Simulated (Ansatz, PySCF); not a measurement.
SiCl₄, SMILES Cl[Si](Cl)(Cl)Cl.

The structure is a stationary point at ωB97X-D3(BJ)/def2-SVP. The isomer is the one that the SMILES or the coordinates give; other isomers of the formula were not compared.

Vertical ionisation energy (IE) and electron affinity (EA) in eV. Rows of orbital energies are one-electron estimates. Where ΔSCF, EOM or ADC give a negative EA the extra electron is unbound and the value depends on the basis.

| level | IE | EA |
|---|---|---|
| −ε(HOMO), −ε(LUMO), PBE0/def2-TZVP (PySCF) | 9.55 | 0.68 |
| −ε(HOMO), −ε(LUMO), PBE/def2-TZVP (PySCF) | 8.11 | 1.70 |
| ΔSCF, PBE0/def2-SVPD (Ansatz), final states of multiplicity 2 and 2 | [?] | [?] |
| ΔSCF, PBE/def2-SVPD (Ansatz), final states of multiplicity 2 and 2 | 10.97 | -0.20 |

Q: Fill in the missing entries. (An estimate is asked for; the answer gives what the named calculation found.)

A: 
- ΔSCF, PBE0/def2-SVPD (Ansatz, an electronic-structure program), final states of multiplicity 2 and 2, IE: 11.62
- ΔSCF, PBE0/def2-SVPD (Ansatz), final states of multiplicity 2 and 2, EA: -0.43

Q: What vertical singlet–triplet gap does ΔSCF give with PBE0/def2-SVPD (Ansatz) and with PBE/def2-SVPD (Ansatz)? (Estimate from the structure and the level; the computed values follow.)

A: 7.05 and 6.24 eV (triplet above singlet where positive).
